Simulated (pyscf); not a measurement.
Single points on ωB97X-D3(BJ)/def2-SVP structures (PySCF, gas phase).

Estimate by transition-state theory the rate constant of F–Si(SiH₃)(SiH₃)–SiH₃ (SMILES F[Si]([SiH3])([SiH3])[SiH3]) + CH₃• (SMILES [CH3]) -> H₃C–Si(F)(SiH₃)–SiH₃ (SMILES C[Si](F)([SiH3])[SiH3]) + SiH₃• (SMILES [SiH3]) (doublet surface; Si–Si broken, C–Si formed) at 1200 K, with ωB97M-D3(BJ)/def2-TZVP energies (ideal gas, 1 atm, RRHO with modes under 100 cm⁻¹ raised to 100, one conformer, R ln 2 for chiral ones without a mode under 150 cm⁻¹; no tunnelling).

The electronic barrier is 2.9 kcal/mol and the thermal terms add +44.5, so ΔG‡ = 47.4 kcal/mol. With k_BT/h = 2.50e+13 s⁻¹ and RT = 2.385 kcal/mol, and a volume of 1.64e-19 cm³ per molecule at 1 atm, k = 9.5e-15 cm³ molecule⁻¹ s⁻¹. Wigner's tunnelling factor for 296i cm⁻¹ would be 1.01. A shift of 1 kcal/mol in the barrier changes k by a factor 1.5. On the product side the descent ends in a complex, 4.7 kcal/mol under the separated species and 18.1 kcal/mol under the saddle at ωB97X-D3(BJ)/def2-TZVP. One saddle was located; it need not be the lowest between these sides. The angle at the attacked Si is 178°.
